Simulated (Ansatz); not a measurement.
**AlH4+ (singlet): wave-function methods side by side at distance H2–H3 = 0.826 Å, cc-pVDZ**

The task here is to estimate one member of a computed series from the others.

Method: cc-pVDZ, core rule «outside noble gas», up to 5 orbitals frozen; program: Ansatz 0.2.0, Gaussian basis.

To be run: UHF; CCSD(T) on RHF; BCCD(T) on RHF; CISD; CCSDT(Q) on RHF; CASSCF and MRCISD+Q, 2 electrons in 2 orbitals; CASSCF and NEVPT2, 2 electrons in 2 orbitals; Full CI.

52 further runs of the same task are left out: 33 for a known fault of the program, 1 for a mislabelled method, 13 that didn't finish, 5 set aside as unsound or not needed.

**What is computed**

The geometry derives from a PBE0/def2-TZVP stationary point (not a proven minimum). One bond is set to the value named and the two fragments are kept rigid.

5 atoms, charge 1, spin multiplicity 1.

Atoms are counted from 1 here; the program's logs count them from 0.

Bond lengths: Al1–H4 1.552 Å, Al1–H5 1.552 Å, H2–H3 0.826 Å. Angles: H4–Al1–H5 164.0°.

Coordinates:

```xyz
5
charge 1, multiplicity 1
Al    0.00000   -0.00183   -0.11862
H     0.00000   -0.38663    1.92243
H     0.00000    0.43937    1.92243
H     0.00000    1.53510   -0.33477
H     0.00000   -1.53877   -0.33477
```

Set-up of the first run:

in.yaml

```yaml
crystal:
  periodic: [false, false, false]
  atoms:
    - {symbol: Al, position_ang: [0.000000, -0.001833, -0.118619]}
    - {symbol: H, position_ang: [0.000001, -0.386626, 1.922431]}
    - {symbol: H, position_ang: [-0.000001, 0.439374, 1.922431]}
    - {symbol: H, position_ang: [-0.000002, 1.535102, -0.334770]}
    - {symbol: H, position_ang: [0.000002, -1.538768, -0.334771]}
basis:
  gaussian: {orbitals: cc-pVDZ}
total_charge: 1
magnetization: {spin_polarized: true, initial_magnetization: 0}
hamiltonian: {xc: hf}
output: {orbitals: {seedname: orbitals}}
```

The run is started by

```bash
> ansatz run in.yaml --threads 1 --pin off --events-out ev --progress --plain --max-ram 2393MiB
```

Steps of the session up to this table: UHF; CCSD(T) on RHF; BCCD(T) on RHF; CISD; CCSDT(Q) on RHF; CASSCF and MRCISD+Q, 2 electrons in 2 orbitals; CASSCF and NEVPT2, 2 electrons in 2 orbitals; Full CI.

One of the session's tables, all rows but one given; the rest of the session is left out.

It belongs to the step «Misses and costs». 

| method | from FCI (meV) |
| --- | --- |
| RHF | +2922.1 |
| RMP2 | +736.2 |
| CISD | +139.9 |
| RCCSD | +34.4 |
| RCCSD(T) | +9.4 |
| BCCD(T) | ? |
| RCCSDT | +1.0 |
| RCCSDT(Q) | +0.3 |
| CASSCF pair | +2402.5 |
| NEVPT2 pair | +684.9 |
| FCI | 0 |

Q: Estimate the row for BCCD(T) from the others.

As computed: from FCI (meV): +9.2. In the column «from FCI (meV)» it lies between RCCSDT (+1.0) and RCCSD(T) (+9.4).

Not comparable, so not listed: CASSCF and MRCISD+Q, 2 electrons in 2 orbitals (they don't share determinant, frozen orbitals or solution with the rows shown, or repeat one).

Caveats from the session: Warnings in the runs' records: passed over end.
